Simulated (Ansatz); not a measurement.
## triplet Si₂: levels of theory in one basis

```xyz
2

Si    0.0000    0.0000    0.0000
Si    0.0000    0.0000    2.3583
```

Basis set: def2-SVP (spherical functions). Correlated methods keep 10 orbitals frozen. Correlation on ROHF uses semicanonical orbitals with singles. Charge 0, multiplicity 3.

Computed with Ansatz (development build ahead of 0.2.0); each method stands on the lowest determinant of its kind that the runs found.

| method | E − E(ROHF) (eV) | <S²> of the determinant |
| --- | --- | --- |
| ROHF | 0.00 | – |
| UHF | -0.09 | 2.02 |
| ROHF-MP2 | -3.59 | – |
| UHF-MP2 | -3.57 | 2.02 |
| ROHF-CCSD(T) | -4.65 | – |
| UHF-CCSD(T) | -4.65 | 2.02 |

(1) What does UHF-CCSDT(Q) give on the same scale?

Results:

(1) -4.71 eV.

Caution for UHF-MP2, UHF-CCSD(T), UHF-CCSDT(Q): a plain start can end on a higher determinant.
